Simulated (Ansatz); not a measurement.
What does this script print? It uses Ansatz's Python interface.

Input file `fh3osi.xyz`:
```text
6

O    -0.87060    0.11970   -0.89340
Si    0.37620    0.08300    0.11780
F    -0.09210   -0.86610    1.31390
H    -1.60540   -0.34540   -0.60870
H     1.54120   -0.50940   -0.60750
H     0.69270    1.45420    0.63170
```

`run_cas.py`:
```python
'''Static correlation in FH3OSi: natural occupations of an active space.'''

import ansatz as az

config = {
    'basis': 'def2-SVP',
}

mol = az.Crystal.molecule_from_extxyz('fh3osi.xyz')

calculation = mol.calculation()
calculation = calculation.basis(gaussian=config['basis'])
calculation = calculation.correlation(active_electrons=6, active_orbitals=7)
for method in ['sc_nevpt2']:
    r = (calculation if method is None else calculation.correlation(method)).run(threads=1, pin='off').report
    space = r['configurations']
    state = space['states'][0]
    print(method or 'casscf', f'total {r["free_energy_ev"] / 27.211386246:.6f} Ha, active-space state {state["energy"]["hartree"]:.6f} Ha, mean field {r["reference_energy_ev"] / 27.211386246:.6f} Ha')
    print('  determinants', state['n_determinants'], ' natural occupations', [round(n, 3) for n in space['natural_occupations']])
print('effectively unpaired electrons, sum of min(n, 2 - n):', round(sum(min(n, 2 - n) for n in space['natural_occupations']), 3))
```

```console
$ python run_cas.py
RunWarning: the results are in doubt because another end's mean lies 0.723 eV lower, and its corrected mean 0.119 eV higher
sc_nevpt2 total -465.305832 Ha, active-space state -464.910091 Ha, mean field -464.846259 Ha
  determinants 1225  natural occupations [1.985, 1.982, 1.975, 0.021, 0.018, 0.012, 0.007]
effectively unpaired electrons, sum of min(n, 2 - n): 0.116
```
(Warnings from the package without file and line.)

What to keep in mind:
- Total energies depend on the basis set; only differences at equal settings carry meaning.
- The geometry is a force-field or estimated start, not a minimum of this method, and the basis set is short of its limit. The active space starts as a window about the frontier orbitals and is then optimised, not chosen by chemistry.
- A lower CASSCF solution was found and passed over, so the printed active-space state isn't the lowest.
- Hardware and time: 17 s on 1 thread of Arm Neoverse V1, with other jobs on the host, peak memory 0.2 GiB.

(Lines on the test bed's own set-up are left out of the output.)
